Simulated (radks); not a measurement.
# C⁴⁻ held by a Watson sphere

An exercise on one series of results from a longer session: the logs are not shown, and one member is left open.

The numbers are computed with radks (a radial shooting solver on a logarithmic mesh, Libxc functionals) version 1 (scalar-relativistic Kohn-Sham, PBE, spin-polarised, spherical densities, finite nucleus), except any that are marked as measured or tabulated.

**The system**

```
element            : carbon (Z = 6)
charge             : -4
electrons          : 10
configuration      : [Ne]
nuclear rms radius : 2.4702 fm
```

Outer shells as boxes (Hund's rule):

C⁴⁻
```
[He] core
2s [↑↓]
2p [↑↓][↑↓][↑↓]
```

The first run:

The run's settings:

```text
Z 6
configuration [Ne]
relativity scalar-relativistic
functional pbe,pbe
spin polarised
nucleus finite rms 2.4702 fm
c 137.035999084
watson charge 4 radius 1.62 bohr
response adiabatic LDA kernel
```

Among the steps run: R = 1.62 bohr; R = 1.78 bohr; R = 2.21 bohr; R = 2.6 bohr; R = 2.72 bohr; R = 2.76 bohr; R = 3.31 bohr; R = 3.74 bohr.

One of the session's tables, all rows but one given; the rest of the session is left out.

```
R (bohr)  highest level (eV)  its <r> (bohr)  sum of <r²> (bohr²)  α (bohr³)
    1.62              -8.974           1.754                28.92      15.60
    1.78              -8.380           1.849                31.89      19.02
    2.21              -7.005           2.098                40.43      31.50
     2.6                   ?               ?                    ?          ?
    2.72              -5.731           2.391                51.66      55.09
    2.76              -5.645           2.414                52.60      57.48
    3.31              -4.656           2.737                66.44      100.6
    3.74              -4.089           2.997                78.65      150.4
```

Estimate the missing values for R (bohr) = 2.6.

Worked estimate for «highest level (eV)». A straight line through the neighbours (2.21, -7.005) and (2.72, -5.731) gives -7.005 + (-5.731 + 7.005) × (2.6 − 2.21) / (2.72 − 2.21) = -6.031; a parabola fitted to 4 rows on both sides gives -5.995.

The run gave: highest level (eV): -5.999; its <r> (bohr): 2.321; sum of <r²> (bohr²): 48.90; α (bohr³): 48.46. In «highest level (eV)» the line misses by -0.032 and the parabola by +0.004.

From R = 1.62 to 3.74 bohr the top level moves from -8.974 to -4.089 eV and its mean radius from 1.75 to 3.00 bohr. A wider sphere makes a shallower well, so the ion swells.
